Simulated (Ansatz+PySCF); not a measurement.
triplet C4H6: levels of theory in one basis

```xyz
10

C     0.0000    0.0000    0.0000
C     1.5275    0.0000    0.0000
C    -0.7637    1.3228    0.0000
C    -0.7637   -1.3228    0.0000
H     2.1347   -1.0112    0.0000
H     2.1347    1.0112    0.0000
H    -1.9430    1.3431    0.0000
H    -0.1916    2.3543    0.0000
H    -1.9430   -1.3431    0.0000
H    -0.1916   -2.3543    0.0000
```

Basis set: def2-SVP (spherical functions). Correlated methods keep 4 orbitals frozen. Correlation on ROHF uses semicanonical orbitals with singles. Charge 0, multiplicity 3.

Computed with Ansatz (development build ahead of 0.2.0); each method stands on the lowest determinant of its kind that the runs found. NEVPT2 correlates all electrons. Active spaces start from the frontier orbitals, and the lowest solution found is given.

```csv
method,E − E(ROHF) (eV),<S²> of the determinant
ROHF,0.00,2.00
UHF,-1.25,2.33
ROHF-MP2,-14.64,–
UHF-MP2,-14.20,2.33
"SC-NEVPT2(4,4)",-14.96,–
```

**Question.** What does CASSCF(4,4) give on the same scale?

**Answer.** -1.34 eV.

**Question.** Is a single determinant a sound starting point here?

**Answer.** It is doubtful. Unrestricted orbitals lower Hartree–Fock by 1.25 eV and <S²> is 2.33 where a pure state has 2.00, a sign of strong static correlation. The CASSCF(4,4) natural occupations are 1.88, 1.00, 1.00, 0.12.

Caution for ROHF, ROHF-MP2: an unrestricted determinant lies well below. Caution for UHF, UHF-MP2: the unrestricted determinant is spin contaminated.
